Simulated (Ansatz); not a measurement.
## Structure relaxation of Os2Rh

These are results of DFT PBE, scalar-relativistic, plane waves, PAW (Ansatz), not measurements.

Os2Rh was placed on the CaCl2 structure type (Pnnm, No. 58), with Rh in place of Ca, Os in place of Cl, at a guessed volume.

Input of the last, converged step (default PAW datasets):

```yaml
crystal:
  lattice:
    - [-1.3565898411, 1.9216572932, 4.0858404452]
    - [1.3565898411, -1.9216572932, 4.0858404452]
    - [1.3565898411, 1.9216572932, -4.0858404452]
  atoms:
    - { symbol: Os, position: [0.6711636563, 0.6711636563, 0.0] }
    - { symbol: Os, position: [0.3288363437, 0.3288363437, 0.0] }
    - { symbol: Rh, position: [0.0, 0.0, 0.0] }
basis:
  ecutwfc: 420
kpoints:
  mp_grid: { grid: [20, 20, 20] }
hamiltonian:
  xc: pbe
scf:
  occupations: { method: gaussian, width: 0.1 }
output:
  forces: true
  stress: true
  eigenvalues: true
relax:
  adjacent_minimum: "off"
  f_tol: 0.01
  max_steps: 80
  cell: { stress_tol: 0.05 }
```

Launched as:

```bash
ansatz run input.yaml --threads 1 --pin off --max-ram 2560MiB --backend cpu --events-out ev --progress --plain --runs-dir out
```

It took 8.4 min on 1 thread of Arm Neoverse N1, with other jobs on the host, peak memory 1.3 GiB.

End of the output:

```
SCF converged after 7 iterations
Free energy (F): -29171.756099 eV
Harris-Foulkes:  -29171.756099 eV  (|F-HF|=1.46e-11)
Internal energy: -29171.740163 eV  (E = F + TS)
E sigma→0 (E₀):  -29171.748131 eV
Entropy (-TS):   -0.015936 eV (-5.312 meV/atom)
Fermi energy:    24.122518 eV
--- Per-component energies (eV) ---
  E_band       = -239.230028
  E_kinetic    = 1696.326297
  E_local      = -3208.436063  (includes V_loc(G=0)·N_el)
  E_nonlocal   = 349.657006
  E_hartree    = 1229.465729
  E_xc         = -755.173183
  E_vxc        = -846.521551  (∫ρ·V_xc dr)
  E_paw        = -21609.900373  (= ΣΔE_a)
  E_vpaw       = -689.187875  (= ΣTr[D̂ρ^β])
  E_aug_tail   = 0.000699  (compensation charges beyond the density's cutoff)
  E_ewald      = -6873.680276
  E_smearing   = -0.015936  (= −TS)
  E_closure    =  0.000000  (closes the sum)
  Σ components = -29171.756099   (vs F -29171.756099, Δ=0.00e0)
--- Forces (eV/Å), atoms counted from 1 ---
  atom   1  Os     0.00000000     0.00000000    -0.00572068
  atom   2  Os     0.00000000     0.00000000     0.00572068
  atom   3  Rh     0.00000000     0.00000000     0.00000000
  max |Σ_I F_I| component: 1.26e-29 eV/Å
--- Stress (GPa, compression-positive) ---
       -0.020436       0.000000       0.000000
        0.000000       0.009796       0.000000
        0.000000       0.000000       0.003364
  P = ⅓ Tr σ = -0.0024 GPa (-0.024 kbar)
--- Relaxed structure (3 steps of the walk, 2 accepted, 1 SCFs on fresh bases) ---
  F+E_penalty+E_count = -29171.75609883 eV   max|allowed force component| = 5.721e-3 eV/Å   (the final SCF, on the basis selected at the relaxed cell)
  cell:  # Å, volume = 42.6139 Å³
    - [-1.358072, 1.921393, 4.082748]
    - [1.358072, -1.921393, 4.082748]
    - [1.358072, 1.921393, -4.082748]
  atoms:
    - { symbol: Os, position: [0.671067, 0.671067, 0.000000] }
    - { symbol: Os, position: [0.328933, 0.328933, 0.000000] }
    - { symbol: Rh, position: [0.000000, 0.000000, 0.000000] }
```

Absolute energies hang on the potentials; compare differences alone.

The result has space group Immm (No. 71). Os has 7 Os at 2.68–2.79 Å and 5 Rh at 2.69–2.74 Å; Rh is coordinated by 10 Os at 2.69–2.74 Å and 2 Rh at 2.72 Å.

Against the elements it lies at 0.08 eV/atom. The zero of energy is the elements' standard structures at the same level; no fitted shifts are applied.

For metals, differences of a few meV/atom aren't resolved. Spin–orbit coupling is left out.

A structure relaxed within its symmetry needn't be a true minimum.